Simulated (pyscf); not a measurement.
InH [singlet] + hydrogen chloride (HCl) → Cl–InH₂ (insertion; singlet surface; Cl–H broken, Cl–In, H–In formed). Optimised with ωB97X-D3(BJ)/def2-SVP in PySCF. MP2 and CC: frozen core, UHF for open shells. ΔMP2 is the change of the MP2 total energy from the triple- to the quadruple-zeta basis. Energies in kJ/mol from the separated reactants.

```tsv
level	barrier	reaction energy
PBE/def2-TZVP	30.8	-115.8
B3LYP-D3(BJ)/def2-TZVP	57.4	-112.0
M06-2X/def2-TZVP	61.8	-134.7
ωB97M-D3(BJ)/def2-TZVP	74.2	-125.4
HF/def2-TZVP	137.9	-123.6
CCSD(T)/def2-TZVPP	[?]	-120.0
CCSD(T)/def2-TZVPP + ΔMP2(QZVPP)	[?]	[?]
```

Question: Fill in the missing entries.

Answer: 
- CCSD(T)/def2-TZVPP, barrier: 74.8
- CCSD(T)/def2-TZVPP + ΔMP2(QZVPP), barrier: 68.0
- CCSD(T)/def2-TZVPP + ΔMP2(QZVPP), reaction energy: -122.4

On the reactant side the descent ends in a complex, 22.0 kJ/mol under the separated species and 80.9 kJ/mol under the saddle at ωB97X-D3(BJ)/def2-TZVP. At ωB97X-D3(BJ) the barrier from the zero used here is 59.0 kJ/mol. This is the saddle that the search found; another between the same sides may lie lower. The CCSD(T) − MP2 part came from Ansatz, without density fitting, on the same reference. The frozen core leaves the outer d or s,p core shells of the metals and heavy elements correlated in the MP2 and CC values, and def2-TZVPP describes them poorly, which can shift differences by a few kcal/mol. Elements past Kr carry the def2 core potentials, without spin-orbit coupling.
